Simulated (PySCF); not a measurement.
# Dipole moment and polarisability across levels of theory

Species: benzoquinone, C6H4O2.
Atom-mapped SMILES: `[O:1]=[C:2]1[CH:3]=[CH:4][C:5](=[O:6])[CH:7]=[CH:8]1` (hydrogens: H9 on C3; H10 on C4; H11 on C7; H12 on C8)

Structure used (PBE0-D3(BJ)/def2-SVP), in Å, numbered top down from 1:
```xyz
12
C6H4O2 angstrom
O     -0.7829   -2.5523   -0.0036
C     -0.4202   -1.3936   -0.0063
C      1.0189   -1.0337   -0.0103
C      1.4216    0.2466   -0.0173
C      0.4471    1.3650   -0.0170
O      0.8137    2.5225   -0.0180
C     -0.9922    1.0053   -0.0141
C     -1.3948   -0.2751   -0.0072
H      1.7188   -1.8730   -0.0091
H      2.4756    0.5350   -0.0215
H     -1.6918    1.8448   -0.0160
H     -2.4487   -0.5640   -0.0036
```

PySCF, dipoles from the SCF density, polarisabilities from static response with core orbitals frozen. Geometry: PBE0-D3(BJ)/def2-SVP; no solvent, vibrations or thermal averaging.

Compare the levels for these properties.

```
              level  α (Å³)  error (%)  anisotropy (Å³)
      LDA/def2-SVPD   11.61       +3.4             9.54
      PBE/def2-SVPD   11.59       +3.2             9.64
    B3LYP/def2-SVPD   11.37       +1.2             9.57
     PBE0/def2-SVPD   11.24       +0.1             9.46
BHandHLYP/def2-SVPD   11.08       -1.3             9.51
CAM-B3LYP/def2-SVPD   11.20       -0.2             9.47
  wB97X-D/def2-SVPD   11.24       +0.1             9.39
  LC-wPBE/def2-SVPD   10.93       -2.7             9.23
       HF/def2-SVPD   10.92       -2.7             9.67
        PBE0/6-31G*    9.24      -17.7            10.08
      PBE0/def2-SVP    9.54      -15.1             9.47
       PBE0/6-31+G*   10.91       -2.8            10.12
   PBE0/aug-cc-pVDZ   11.42       +1.7             9.48
     PBE0/def2-TZVP   10.80       -3.8             9.50
```

Reference polarisability: 11.229 Å³ (measured, gas; NIST CCCBDB Release 22 (SRD 101), experimental polarizabilities). The anisotropy is √(½[(α1 − α2)² + (α2 − α3)² + (α3 − α1)²]). For the polarisability, the smallest error is 0.1% (wB97X-D/def2-SVPD and PBE0/def2-SVPD) and the largest 17.7% (PBE0/6-31G*). The dipole stays under 0.05 D at every level. In one basis (def2-SVPD) the functionals order the polarisability from HF (lowest) to LDA (highest), a spread of 6%. With PBE0 the polarisability is 9.86 Å³ without diffuse functions (mean of 6-31G*, def2-SVP and def2-TZVP) and 11.19 Å³ with them (mean of 6-31+G*, def2-SVPD and aug-cc-pVDZ). Measured values can belong to vibrating molecules; the computed ones are for one fixed geometry.
